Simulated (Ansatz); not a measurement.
# Structure relaxation of Cs2Ta

Computed with DFT PBE, scalar-relativistic, plane waves, PAW (Ansatz 0.2.0). Cutoff 420 eV, Γ-centred k mesh, Gaussian smearing, no spin polarisation in the final step.

The start puts Cs2Ta on the cubic Laves (C15) structure type (Fd-3m, No. 227), with Ta in place of Mg, Cs in place of Cu, at a guessed volume.

```yaml
crystal:
  lattice:
    - [0.00000, 4.77001, 4.77001]
    - [4.77001, 0.00000, 4.77001]
    - [4.77001, 4.77001, 0.00000]
  atoms:
    - { symbol: Cs, position: [0.62500, 0.62500, 0.62500] }
    - { symbol: Cs, position: [0.12500, 0.62500, 0.62500] }
    - { symbol: Cs, position: [0.62500, 0.62500, 0.12500] }
    - { symbol: Cs, position: [0.62500, 0.12500, 0.62500] }
    - { symbol: Ta, position: [0.00000, 0.00000, 0.00000] }
    - { symbol: Ta, position: [0.25000, 0.25000, 0.25000] }
```

Cell and atoms relax at zero pressure; the relaxation can't lower the symmetry of the start.

Formation energies are uncorrected and refer to the elements' standard structures at the same level.

Task: Describe the relaxed structure.

Result: It keeps Fd-3m (No. 227). The result has the cubic Laves (C15) structure. Conventional cell: a = 9.797 Å. Cs is coordinated by 6 Cs at 3.46 Å and 6 Ta at 4.06 Å; Ta is coordinated by 12 Cs at 4.06 Å and 4 Ta at 4.24 Å.

```cif
data_structure
_symmetry_space_group_name_H-M 'Fd-3m:1'
_symmetry_Int_Tables_number 227
_cell_length_a 9.7974
_cell_length_b 9.7974
_cell_length_c 9.7974
_cell_angle_alpha 90.000
_cell_angle_beta 90.000
_cell_angle_gamma 90.000
_cell_volume 940.45
loop_
_atom_site_label
_atom_site_type_symbol
_atom_site_symmetry_multiplicity
_atom_site_Wyckoff_symbol
_atom_site_fract_x
_atom_site_fract_y
_atom_site_fract_z
_atom_site_occupancy
Cs1 Cs 16 d 0.12500 0.62500 0.12500 1
Ta1 Ta 8 a 0.50000 0.00000 0.50000 1
```

Task: What are its volume, energy, density and gap?

Result: The volume per atom is 39.19 Å³ and the density is 6.31 g/cm³. The energy over the elements is 2.34 eV/atom. The gap on the 8×8×8 mesh is 0 eV (a metal).

The final run used a 8×8×8 mesh on its 6-atom cell and 0.10 eV smearing. The k mesh leaves about 4 meV/atom of noise in metals. Spin–orbit coupling is left out. Symmetry constrained the relaxation, so the result can be a saddle point. The steps took about 2.6 core-minutes in all.